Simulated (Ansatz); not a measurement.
## Structure relaxation of Hf3F

The calculation used DFT PBE, scalar-relativistic, plane waves, PAW (Ansatz). Cutoff 420 eV, Γ-centred k mesh, Gaussian smearing, no spin polarisation in the final step.

Hf3F was placed on the Cu3Au (L1_2) structure type (Pm-3m, No. 221), with F in place of Au, Hf in place of Cu, at a guessed volume.

```xyz
4
Lattice="4.0763 0.0000 0.0000 0.0000 4.0763 0.0000 0.0000 0.0000 4.0763" Properties=species:S:1:pos:R:3 pbc="T T T"
Hf    0.0000    2.0382    2.0382
Hf    2.0382    0.0000    2.0382
Hf    2.0382    2.0382    0.0000
F     0.0000    0.0000    0.0000
```

Steps on the 4×4×4 mesh (4 atoms). 6 of 6 steps are shown, and the free energy counts from the last. Trial steps that were taken back and renewals of the plane-wave basis can be among the rows.

| step | ΔF (meV/atom) | V (Å³/atom) | P (GPa) |
| --- | --- | --- | --- |
| 1 | 160.8 | 16.93 | 18.70 |
| 2 | 11.0 | 19.53 | 1.64 |
| 3 | 9.7 | 19.83 | 0.18 |
| 4 | 0.5 | 19.83 | 0.88 |
| 5 | 0.2 | 20.01 | 0.09 |
| 6 | 0.0 | 20.01 | 0.09 |

A final relaxation ran on a 12×12×12 mesh. The relaxed crystal, Pm-3m (No. 221):

Space group Pm-3m (No. 221). a = 4.315 Å, b = 4.315 Å, c = 4.315 Å, α = 90.00°, β = 90.00°, γ = 90.00°
```
atom site symmetry x y z
  Hf    3c    4/mm.m  0.0000  0.5000  0.5000
   F    1a m-3m  0.0000  0.0000  0.0000
```

For Hf3F, the volume per atom is 20.08 Å³ and the density is 11.46 g/cm³. The energy over the elements is 0.06 eV/atom and the gap on the 12×12×12 mesh is 0 eV (a metal).

Energies over the elements count from the elements' standard structures at the same level (F₂ as a molecule), with no empirical corrections.

The final run used a 12×12×12 mesh on its 4-atom cell and 0.10 eV smearing. For metals, differences of a few meV/atom aren't resolved. Spin–orbit coupling is left out.

A structure relaxed within its symmetry needn't be a true minimum.

Cost: 3 runs of about 0.87 core-minutes in all, on Intel Xeon 6975P-C (Granite Rapids) (shared hosts).